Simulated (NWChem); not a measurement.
Molecule: C4H6; SMILES C1CC=C1

```xyz
10

C      0.0000     0.6769     0.8166
C      0.0000    -0.6769     0.8166
C      0.0000    -0.7849    -0.6971
C      0.0000     0.7849    -0.6971
H      0.0000     1.4368     1.6146
H      0.0000    -1.4368     1.6146
H      0.8999    -1.2534    -1.1507
H     -0.8999    -1.2534    -1.1507
H     -0.8999     1.2534    -1.1507
H      0.8999     1.2534    -1.1507
```
Atoms are numbered in this order, from 1.

Results from NWChem. Pople sets run with spherical d functions. Coordinates come from a PBE-D3(BJ)/def2-SVP optimisation. Level: M05-2X/6-31G* with SMD (1 M gas to 1 M solution), gas-phase geometry.

**Question.** Estimate the computed values for solvent chloroform. Quantities: solvation free energy (kcal/mol); cavity-dispersion-structure term (kcal/mol); dipole in solution (D).

**Answer.** 
| Property | Value |
|---|---|
| solvation free energy (kcal/mol) | -4.1 |
| cavity-dispersion-structure term (kcal/mol) | -2.6 |
| dipole in solution (D) | 0.17 |
